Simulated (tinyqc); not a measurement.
Inside a calculation (part 2 of 2). Method: RKS/PBE0 in the sto-3g basis, for HF, spin multiplicity 1. Computed by tinyqc, a small Python program that keeps every step (integrals from PySCF). Command: `OMP_NUM_THREADS=1 python tinyqc.py 25423 25424 out.jsonl` (the two numbers bound the seeds that draw the settings). One thread of a shared host (Intel(R) Xeon(R) Processor @ 2.60GHz), about 0.6 s of CPU time with the checks.

Geometry (angstrom):
```
atom         x         y         z
F     0.000000  0.000000  0.000000
H     0.000000  0.000000  1.630000
```

## Iteration 10 (converged): orbitals

converged F (hartree), order 1F 1s, 1F 2s, 1F 2px, 1F 2py, 1F 2pz, 2H 1s:
$$\begin{pmatrix}
-24.405192 & -6.277326 & 0.000000 & 0.000000 & -0.006167 & -0.257243 \\
-6.277326 & -2.570691 & 0.000000 & 0.000000 & -0.019358 & -0.241060 \\
0.000000 & 0.000000 & -0.195823 & 0.000000 & 0.000000 & 0.000000 \\
0.000000 & 0.000000 & 0.000000 & -0.195823 & 0.000000 & 0.000000 \\
-0.006167 & -0.019358 & 0.000000 & 0.000000 & -0.157403 & -0.160693 \\
-0.257243 & -0.241060 & 0.000000 & 0.000000 & -0.160693 & -0.172621
\end{pmatrix}$$

X, order 1F 1s, 1F 2s, 1F 2px, 1F 2py, 1F 2pz, 2H 1s:
$$\begin{pmatrix}
1.022276 & -0.124223 & 0.000000 & 0.000000 & -0.000757 & 0.006984 \\
-0.124223 & 1.028658 & 0.000000 & 0.000000 & 0.006036 & -0.066055 \\
0.000000 & 0.000000 & 1.000000 & 0.000000 & 0.000000 & 0.000000 \\
0.000000 & 0.000000 & 0.000000 & 1.000000 & 0.000000 & 0.000000 \\
-0.000757 & 0.006036 & 0.000000 & 0.000000 & 1.005607 & -0.061643 \\
0.006984 & -0.066055 & 0.000000 & 0.000000 & -0.061643 & 1.011869
\end{pmatrix}$$

Diagonalise F' = X^T F X, C = X C', fill 5 alpha and 5 beta electrons from the bottom; D = 2 C_occ C_occ^T. Each column has its largest component positive (the first on a tie).

F' = X^T F X (hartree):
$$\begin{pmatrix}
-23.953203 & -3.256281 & 0.000000 & 0.000000 & -0.009021 & -0.002495 \\
-3.256281 & -1.464803 & 0.000000 & 0.000000 & -0.005442 & -0.109120 \\
0.000000 & 0.000000 & -0.195823 & 0.000000 & 0.000000 & 0.000000 \\
0.000000 & 0.000000 & 0.000000 & -0.195823 & 0.000000 & 0.000000 \\
-0.009021 & -0.005442 & 0.000000 & 0.000000 & -0.140027 & -0.143919 \\
-0.002495 & -0.109120 & 0.000000 & 0.000000 & -0.143919 & -0.135474
\end{pmatrix}$$

orbital energies (hartree): MO1 -24.415231, MO2 -1.016506, MO3 -0.273448, MO4 -0.195823, MO5 -0.195823, MO6 0.011679

coefficients C, order 1F 1s, 1F 2s, 1F 2px, 1F 2py, 1F 2pz, 2H 1s:
$$\begin{pmatrix}
0.994692 & -0.263657 & 0.031171 & 0.000000 & 0.000000 & 0.025085 \\
0.021468 & 1.019275 & -0.148324 & 0.000000 & 0.000000 & -0.128783 \\
0.000000 & 0.000000 & 0.000000 & 0.921378 & -0.388667 & 0.000000 \\
0.000000 & 0.000000 & 0.000000 & 0.388667 & 0.921378 & 0.000000 \\
0.000459 & 0.023691 & 0.689508 & 0.000000 & 0.000000 & -0.734235 \\
-0.001645 & 0.059443 & 0.647881 & 0.000000 & 0.000000 & 0.780260
\end{pmatrix}$$

D after iteration 10, order 1F 1s, 1F 2s, 1F 2px, 1F 2py, 1F 2pz, 2H 1s:
$$\begin{pmatrix}
2.119798 & -0.504016 & 0.000000 & 0.000000 & 0.031406 & 0.005772 \\
-0.504016 & 2.122765 & 0.000000 & 0.000000 & -0.156226 & -0.071085 \\
0.000000 & 0.000000 & 2.000000 & 0.000000 & 0.000000 & 0.000000 \\
0.000000 & 0.000000 & 0.000000 & 2.000000 & 0.000000 & 0.000000 \\
0.031406 & -0.156226 & 0.000000 & 0.000000 & 0.951965 & 0.896252 \\
0.005772 & -0.071085 & 0.000000 & 0.000000 & 0.896252 & 0.846571
\end{pmatrix}$$

Within a degenerate level the vectors are fixed only up to a rotation; this is one choice.

## Convergence

Stop when the energy changes by less than 1e-10 hartree and every element of the error matrix X^T (F D S - S D F) X is below 3e-06.

Course of the cycle:
```
iteration   E (hartree)     change  largest element of the error matrix
1          -98.25203934          -                             3.23e-01
2          -98.15718692   9.49e-02                             4.98e-01
3          -98.69711960  -5.40e-01                             2.05e-01
4          -98.62453306   7.26e-02                             4.10e-01
5          -98.71619200  -9.17e-02                             6.07e-02
6          -98.71804216  -1.85e-03                             8.99e-04
7          -98.71804255  -3.92e-07                             2.04e-04
8          -98.71804257  -2.05e-08                             8.25e-06
9          -98.71804257  -2.29e-11                             4.66e-06
10         -98.71804257  -1.08e-11                             1.91e-08
```

PySCF RKS in the same basis, fine grid = -98.70625484 hartree

Converged in 10 iterations. The coarse grid moves the energy by -1.18e-02 hartree.

## Populations, bond orders and dipole

overlap S, order 1F 1s, 1F 2s, 1F 2px, 1F 2py, 1F 2pz, 2H 1s:
$$\begin{pmatrix}
1.000000 & 0.237990 & 0.000000 & 0.000000 & 0.000000 & 0.009606 \\
0.237990 & 1.000000 & 0.000000 & 0.000000 & 0.000000 & 0.126619 \\
0.000000 & 0.000000 & 1.000000 & 0.000000 & 0.000000 & 0.000000 \\
0.000000 & 0.000000 & 0.000000 & 1.000000 & 0.000000 & 0.000000 \\
0.000000 & 0.000000 & 0.000000 & 0.000000 & 1.000000 & 0.120888 \\
0.009606 & 0.126619 & 0.000000 & 0.000000 & 0.120888 & 1.000000
\end{pmatrix}$$

Mulliken: Z minus the diagonal of D S on the atom; Loewdin: the same with S^(1/2) D S^(1/2); Mayer order: 2 sum_s sum (D(s) S)_ij (D(s) S)_ji over the two atoms.

Charges (e):
```
atom   Mulliken    Loewdin
1F    -0.054028  -0.049791
2H     0.054028   0.049791
```

Mayer bond orders:
```
pair     order
2-1   0.997081
```

dipole moment about the origin, x y z (debye): [0.000000, 0.000000, 0.752091]
